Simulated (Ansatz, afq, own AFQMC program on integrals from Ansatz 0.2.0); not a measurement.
**BH₃⁻, doublet in aug-cc-pVDZ, levels against CCSDT(Q)**

```tsv
atom	x (Å)	y (Å)	z (Å)
B	0.0000	0.0000	0.0000
H	1.8358	0.0220	0.0049
H	-0.9370	1.5788	-0.0054
H	-0.8988	-1.6009	0.0005
```

Basis aug-cc-pVDZ. Only valence electrons are correlated. Ansatz 0.2.0 and our own AFQMC program on the same integrals; the CISD trial comes from CCSD amplitudes, and released means the phaseless constraint is let go. ± is one standard error of the sampling.

Determinant: ROHF, the one that the program's search chose, which needn't be the lowest solution. The geometry is a point of a scan.

No full CI on the walks' own integrals is used here; CCSDT(Q) serves as the reference and is uncertain by about the last step of the cluster series.

Cautions: higher spins were not checked; a spin-contaminated unrestricted determinant lies lower (UHF 293 meV lower, ⟨S²⟩ 0.98); the search met a lower determinant of the same kind, perhaps of another symmetry (8 meV lower), and this one is a saddle point; the released energies are still falling, so no released level is given (meV from the phaseless value at times in 1/Eh: 8 ± 15 at 0.24, -12 ± 14 at 0.51, -29 ± 14 at 0.99, -31 ± 12 at 1.62, -50 ± 16 at 2.40), though the last usable value meets CCSDT(Q) within the noise.

* T1 diagnostic: 0.0337
* weight of the determinant in the CISD state: 0.845
* size of the correlated space: 7 electrons in 49 orbitals

Reference: CCSDT(Q), correlation energy -4.893 eV.

```csv
level,E − E(reference) (kJ/mol),share of correlation (%)
HF,472.1,0.00
MP2,124.6,73.61
CCSD,25.3,94.64
CCSD(T),5.7,98.80
CCSDT,0.8,99.83
ph-AFQMC/CISD,3.6 ± 1.2,99.23
```

A walk keeps the symmetry of its determinant, which the program's search chose and which needn't be the lowest solution, so a lower state of the same spin and another symmetry isn't excluded.
